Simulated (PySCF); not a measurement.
## Exact mass, isotope pattern and composition

Species: `B#N` (BN).

Calculated from tabulated atomic weights, isotope masses and abundances; no fragmentation.

Problem. What are the average molar mass and the monoisotopic mass?

Solution. For BN, with standard atomic weights, 1 × 10.810 + 1 × 14.007 = 24.817 g/mol. From the most abundant isotopes (11B, 14N), 1 × 11.009305 + 1 × 14.003074 = 25.0124 u.

Problem. What cluster does the molecular ion M+• show when like nominal masses merge?

Solution. 
```tsv
nominal mass	m/z (centroid)	relative intensity
24	24.0155	24.8
25	25.0118	100.0
26	26.0089	0.4
```

Lines under 0.1 % of the tallest are left out. One electron mass, 0.00055 u, is taken off. Abundances used (%; other tables differ somewhat): 10B 19.9, 11B 80.1; 14N 99.632, 15N 0.368.

Problem. Protons, neutrons, electrons, and exact less nominal mass of the monoisotopic species?

Solution. 12 protons, 13 neutrons and 12 electrons; 25.0124 − 25 = +0.0124 u.

Problem. Resolve the fine structure: one atom at a time replaced by a minor isotope.

Solution. Intensity in % of the monoisotopic species:

| isotope | mass shift (u) | m/z | intensity (%) |
| --- | --- | --- | --- |
| 10B | -0.99637 | 24.0155 | 24.84 |
| 15N | +0.99703 | 26.0089 | 0.37 |

Species under 0.02 % are left out.

Problem. What share of all molecules is the monoisotopic species?

Solution. 0.801 × 0.99632 = 79.81 %.
